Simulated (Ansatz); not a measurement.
# Run times for CH2F2 (difluoromethane)

CH2F2: 5 atoms, total charge 0, spin state singlet. SMILES: `FCF`. The shape is that of a PBE0-D4/def2-TZVP optimisation.

```jsonl
{"atom": "F", "x (Å)": "-1.0733", "y (Å)": "0.1912", "z (Å)": "0.6983"}
{"atom": "C", "x (Å)": "0.0101", "y (Å)": "-0.0169", "z (Å)": "-0.0823"}
{"atom": "F", "x (Å)": "1.0905", "y (Å)": "-0.1792", "z (Å)": "0.7132"}
{"atom": "H", "x (Å)": "-0.1427", "y (Å)": "-0.9329", "z (Å)": "-0.6595"}
{"atom": "H", "x (Å)": "0.1653", "y (Å)": "0.8642", "z (Å)": "-0.7111"}
```

Program: Ansatz 0.2.0. Hardware: 1 thread of Arm Neoverse V1, shared host, so times are rough. Ansatz fits the integrals of SCF and DFT runs by default. Its times include its search for lower SCF states.

Q: Estimate their order by wall time, quickest first.
A. energy at CASCI(4,6)/x2c-SVPall (sfX2C), no orbitals frozen
B. energy at BCCD(T)/6-311G**, 3 core orbitals frozen
C. energy at CCSD(T)/x2c-SVPall (sfX2C), 3 core orbitals frozen

A: A (0.22 s), C (0.93 s), B (2.4 s).
